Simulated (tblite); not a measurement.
Compound: C4H7NS.
SMILES with atom numbers: `[CH3:1][CH2:2][C@H:3]([SH:4])[C:5]#[N:6]` (hydrogens: H7, H8, H9 on C1; H10, H11 on C2; H12 on C3; H13 on S4)

Computed with GFN2-xTB (tblite), gas phase: Langevin dynamics at 400 K from the optimised GFN2-xTB geometry, time step 0.5 fs, friction 0.01 fs⁻¹, 2000 steps. The instantaneous temperature is 2·E(kin)/(3Nk) with all 3N coordinates.

```
t (fs)  T (K)  E(pot) above start (eV)  C1–C2 (Å)  C2–C3 (Å)  C3–S4 (Å)  C3–C5 (Å)  C5≡N6 (Å)  C1–H7 (Å)  C1–C2–C3–S4 (°)
     0    333                    0.000      1.522      1.531      1.848      1.438      1.143      1.088              -64
    50    201                    0.575      1.533      1.533      1.909      1.438      1.134      1.100              -68
   100    355                    0.328      1.529      1.531      1.884      1.476      1.170      1.058              -71
   150    161                    0.509      1.529      1.582      1.874      1.465      1.139      1.173              -53
   200    306                    0.592      1.497      1.511      1.911      1.387      1.132      1.025              -70
   250    329                    0.520      1.479      1.541      1.940      1.466      1.174      1.147              -90
   300    218                    0.772      1.618      1.532      1.983      1.447      1.108      1.042              -93
   350    293                    0.556      1.481      1.546      1.977      1.420      1.161      1.101              -93
   400    313                    0.403      1.553      1.530      1.896      1.392      1.120      1.121              -93
   450    303                    0.554      1.507      1.545      1.877      1.485      1.174      1.056              -73
   500    330                    0.661      1.542      1.569      1.918      1.451      1.130      1.108              -60
   550    444                    0.282      1.556      1.571      1.826      1.429      1.147      1.063              -68
   600    367                    0.556      1.535      1.478      1.900      1.426      1.137      1.124              -74
   650    367                    0.718      1.528      1.596      1.850      1.447      1.141      1.046              -82
   700    535                    0.720      1.523      1.516      1.849      1.455      1.146      1.120              -75
   750    375                    0.893      1.644      1.488      1.798      1.481      1.162      1.094              -57
   800    382                    0.797      1.519      1.521      1.793      1.441      1.124      1.042              -59
   850    359                    0.813      1.499      1.536      1.811      1.400      1.169      1.131              -66
   900    439                    0.515      1.575      1.509      1.785      1.469      1.125      1.104              -69
   950    356                    0.840      1.466      1.591      1.856      1.417      1.164      1.088              -62
  1000    446                    0.507      1.563      1.544      1.824      1.466      1.139      1.075              -66
```

Q: From 500 fs on, how do temperature and potential energy compare with equipartition?

A: The mean temperature of these 11 frames is 400 K against the target 400 K, and the mean potential energy 0.66 eV against 33 × kT/2 = 0.57 eV for 33 classical harmonic modes. For 13 atoms in a canonical ensemble the temperature itself scatters by T·√(2/(3N)) = 91 K; here its standard deviation is 57 K. The whole run lasts only 10 friction times of 100 fs, so these averages carry a wide statistical error.

Q: What are the kinetic and total energies of the listed frame with the highest potential energy?

A: The one at 750 fs, 0.893 eV above the start. Its kinetic energy is 3NkT/2 = 0.629 eV at 375 K, so the sum is 1.52 eV; over the listed frames the sum runs from 0.56 to 1.62 eV, since the thermostat adds and removes energy.

Q: How much do the listed bonds fluctuate from 500 fs on?

A: 
```tsv
bond	at the start (Å)	mean (Å)	standard deviation (Å)
C1–C2	1.522	1.541	0.044
C2–C3	1.531	1.538	0.038
C3–S4	1.848	1.837	0.041
C3–C5	1.438	1.444	0.023
C5≡N6	1.143	1.144	0.015
C1–H7	1.088	1.090	0.029
```

The motion is classical and holds no zero-point motion.

The cost below is that of the whole dynamics run. Hardware: one thread of an Intel Xeon Platinum 8488C, shared host with 96 logical CPUs at a one-minute load of 19. Cost: 8.5 s, 0.18 GiB resident at most.
